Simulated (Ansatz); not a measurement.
**C₂H₂Cl₂O: small, medium and large basis sets**

Aim: see how fast density functionals converge with the basis set for C₂H₂Cl₂O.

Method: one geometry, several basis sets; program: Ansatz 0.2.0, Gaussian basis.

Levels to be run: PBE0-D4/def2-SVP; ωB97M-V/def2-SVP; PBE0-D4/def2-QZVPP; ωB97M-V/def2-QZVPP; the functionals' def2-TZVPP values are taken from earlier runs.

## (1) The geometry

The geometry comes from an earlier relaxation with PBE0-D4 in a triple-zeta def2 set; it is a stationary point, not always the lowest conformer.

SMILES `ClC1(Cl)CO1`, 7 atoms, charge 0, spin multiplicity 1.

Atoms are counted from 1 here; the program's logs count them from 0.

Bond lengths: Cl1–C2 1.749 Å, C2–Cl3 1.749 Å, C2–C4 1.452 Å, C2–O5 1.367 Å, C4–O5 1.442 Å, C4–H6 1.085 Å, C4–H7 1.085 Å. Angles: Cl1–C2–Cl3 112.1°, Cl1–C2–C4 120.6°, Cl1–C2–O5 116.5°, Cl3–C2–C4 120.6°, Cl3–C2–O5 116.5°, C4–C2–O5 61.4°, C2–C4–O5 56.4°, C2–C4–H6 118.9°, C2–C4–H7 118.9°, O5–C4–H6 114.9°, O5–C4–H7 114.9°, H6–C4–H7 117.7°, C2–O5–C4 62.2°.

Geometry (Å):

```mol
C2H2Cl2O
  3D, bonds by distance, orders not assigned

  7  7  0  0  0  0  0  0  0  0999 V2000
   -1.1327   -1.3891    1.1393 Cl  0  0
    0.1265   -0.5421    0.2705 C   0  0
    1.3290   -1.6339   -0.3774 Cl  0  0
   -0.1522    0.7224   -0.3860 C   0  0
    0.5933    0.6078    0.8425 O   0  0
   -1.1390    1.1617   -0.2819 H   0  0
    0.4365    1.0050   -1.2527 H   0  0
  1  2  8  0
  2  3  8  0
  2  4  8  0
  4  5  8  0
  4  6  8  0
  4  7  8  0
  2  5  8  0
M  END
```

## (2) PBE0-D4 in def2-SVP

The input, in.yaml:

```yaml
crystal:
  periodic: [false, false, false]
  atoms:
    - {symbol: Cl, position_ang: [-1.132682, -1.389059, 1.139341]}
    - {symbol: C, position_ang: [0.126485, -0.542134, 0.270482]}
    - {symbol: Cl, position_ang: [1.328968, -1.633906, -0.377405]}
    - {symbol: C, position_ang: [-0.152227, 0.722405, -0.385989]}
    - {symbol: O, position_ang: [0.593311, 0.607837, 0.842495]}
    - {symbol: H, position_ang: [-1.139017, 1.161726, -0.281944]}
    - {symbol: H, position_ang: [0.436461, 1.005030, -1.252679]}
basis:
  gaussian: {orbitals: def2-SVP}
hamiltonian: {xc: pbe0, dispersion: d4}
output: {orbitals: {seedname: orbitals}}
```

On the command line:

```
> ansatz run in.yaml --threads 2 --pin off --events-out ev --progress --plain --max-ram 4352MiB
```

The runs that follow: ωB97M-V in def2-SVP; PBE0-D4 in def2-QZVPP; ωB97M-V in def2-QZVPP.

**Question.** What will the summary of the whole plan be? Wanted: PBE0-D4: double and triple zeta above quadruple; ωB97M-V: double and triple zeta above quadruple.

As calculated:

| quantity | value |
| --- | --- |
| PBE0-D4: double and triple zeta above quadruple | 14.44, 0.96 eV |
| ωB97M-V: double and triple zeta above quadruple | 14.43, 0.91 eV |

**Reading.** For PBE0-D4 the step from double to triple zeta gains 13.48 eV and the next only 0.96 eV. Total energies overstate the basis error of differences, where much of it tends to cancel. The LUMO of ωB97M-V is positive and keeps falling with the basis (2.89 to 1.70 eV): an unbound level that the basis holds in place.
